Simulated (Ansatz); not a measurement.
For 1T (CdI2-type) SnSe₂, PBE (Ansatz, a first-principles code, PAW) gives:

- lattice constant a: 3.872 Å
- lattice parameter c: 6.964 Å
- enthalpy of formation: -0.356 eV/atom

Task: What does r²SCAN-D4 (Ansatz, PAW) give for the same quantities?

Result: 
- lattice constant a: 3.829 Å (falls by 1.1 %)
- lattice parameter c: 6.284 Å (decreases by 9.8 %)
- formation enthalpy: -0.471 eV/atom (moves by -0.115 eV/atom)

For comparison: lattice parameter c 6.14 Å (measured, temperature not stated, no zero-point or thermal correction; as tabulated in Gonzalez and Oleynik (2016), arXiv:1609.04381); formation enthalpy -0.43 eV/atom (measured, 298 K, not corrected to a static lattice; as tabulated in Zhang et al. (2018), doi:10.1038/s41524-018-0065-z).

Changes are worked out from the printed values.

Unless a cell is named, each level is at its own relaxed cell (PBE 30.14, r²SCAN-D4 26.59 Å³/atom).

Levels without +SOC leave out spin–orbit coupling, which shifts energies and cells of such heavy elements.

Caveats: for a layered or molecular solid the relaxed cell lies over 5 % above the published volume, where the minimum can be shallow (PBE); the cell comes from a level without a dispersion term, which matters for the spacing of layers, chains or molecules (PBE). Ansatz's density-functional and Hartree–Fock values are scalar-relativistic unless marked +SOC, with PAW data made under PBE.
